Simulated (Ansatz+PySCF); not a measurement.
## singlet H₂S in separate pieces: levels of theory in one basis

```yaml
atoms:
  - { symbol: S, position_ang: [0.0000, 0.0000, -0.3120] }
  - { symbol: H, position_ang: [0.0000, 2.9146, 2.4964] }
  - { symbol: H, position_ang: [0.0000, -2.9146, 2.4964] }
```

Basis set: cc-pVDZ (spherical functions). Frozen core: 5 orbitals. Charge 0, multiplicity 1.

Computed with Ansatz (development build ahead of 0.2.0); each method stands on the lowest determinant of its kind that the runs found. NEVPT2 correlates all electrons. Active spaces start from the frontier orbitals, and the lowest solution found is given.

```
        method  E − E(RHF) (eV)  <S²> of the determinant
           RHF             0.00                     0.00
           UHF            -8.88                     2.00
       RHF-MP2           -10.47                        –
       UHF-MP2           -11.17                     2.00
      RHF-CCSD           -11.64                        –
   UHF-CCSD(T)           -11.71                     2.00
  RHF-CCSDT(Q)           -10.39                        –
  UHF-CCSDT(Q)           -11.72                     2.00
   CASSCF(8,6)            -8.78                        –
SC-NEVPT2(8,6)           -11.19                        –
SC-NEVPT2(2,2)            -9.40                        –
```

(1) What does CASSCF(2,2) give on the same scale?

(2) Is a single determinant a sound starting point here?

Results:

(1) -6.60 eV.

(2) It is doubtful. Unrestricted orbitals lower Hartree–Fock by 8.88 eV and <S²> is 2.00 where a pure state has 0.00, a sign of strong static correlation. The CASSCF(8,6) natural occupations are 2.00, 2.00, 1.05, 1.05, 0.95, 0.95. The CASSCF(2,2) natural occupations are 1.00, 1.00.

Caution for RHF, RHF-MP2, RHF-CCSD, RHF-CCSDT(Q): an unrestricted determinant lies well below. Caution for UHF, UHF-MP2, UHF-CCSD(T), UHF-CCSDT(Q): the unrestricted determinant is a mixture of spin states. Caution for RHF-MP2, RHF-CCSDT(Q): large amplitudes, a single reference is doubtful. Caution for UHF-MP2, UHF-CCSD(T), UHF-CCSDT(Q): bonds are stretched, where a single reference can fail; a plain start can end on a higher determinant. Caution for RHF-CCSD: very large amplitudes, the method is breaking down. Caution for RHF-CCSD, RHF-CCSDT(Q): the amplitudes may be one of several solutions.
